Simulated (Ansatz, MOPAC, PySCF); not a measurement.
Barrier height from CH3ClF, charge -1 to the transition structure CH3ClF, without zero-point energy, on the benchmark's geometries as Psi4's copy of the set gives them.
Transition structure (charge -1, multiplicity 1, Z-matrix in Å and degrees):
```
C
H 1 1.0696
H 1 1.0696 2 118.62
H 1 1.0696 2 118.62 3 156.83
F 1 2.0496 2 83.20 3 78.41
Cl 1 2.1129 2 96.80 3 -101.59
```

Open shells are unrestricted; no spin–orbit coupling.

Frozen-core correlation. Rows in STO-3G carry no dispersion term and start afresh at each structure. The state that PM6 reach isn't checked.

Codes used: Ansatz (an electronic-structure program) with Gaussian orbitals; MOPAC for PM6 (differences of heats of formation); PySCF for STO-3G rows, the dispersion terms. Values without a source in brackets are computed.

Q: One of these levels gives -44.84 kcal/mol for the barrier height. Name it.
A. MP2/cc-pVDZ
B. PM6
C. CAM-B3LYP-D4/def2-TZVPPD
D. HF/STO-3G

A: D, HF/STO-3G. The others give 2.14 (PM6), 2.53 (CAM-B3LYP-D4/def2-TZVPPD), -1.01 (MP2/cc-pVDZ)
